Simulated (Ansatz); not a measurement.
Molecule: H₂O₂, charge 1, multiplicity 2. SMILES of the parent species: OO
Structure (B3LYP-D3(BJ)/def2-TZVP (Ansatz, a program for electronic structure) minimum search):
```xyz
4

O     -0.0244     0.6530     0.0290
O      0.0244    -0.6530    -0.0290
H      0.9296     0.9428    -0.0217
H     -0.9296    -0.9428     0.0217
```
Charge +1, spin multiplicity 2.

Parts of the frozen-core correlation energy in cc-pVDZ (Ansatz, hartree). Frozen orbitals: 2; correlated occupied orbitals by spin: 7 and 6; virtual: 29 and 30. Open shells are spin-unrestricted. Spin-orbit coupling is left out. Non-relativistic.

```json
[
 {"term": "reference (HF)", "value": "-150.43084"},
 {"term": "MP2 opposite-spin", "value": "-0.27474"},
 {"term": "MP2 same-spin", "value": "-0.10051"},
 {"term": "CCSD correlation", "value": "-0.38612"},
 {"term": "(T)", "value": "-0.01047"},
 {"term": "CCSDT minus CCSD(T)", "value": "-0.00031"},
 {"term": "T1 diagnostic", "value": "0.012"},
 {"term": "largest doubles amplitude", "value": "0.073"},
 {"term": "<S^2> of the reference", "value": "0.767"}
]
```
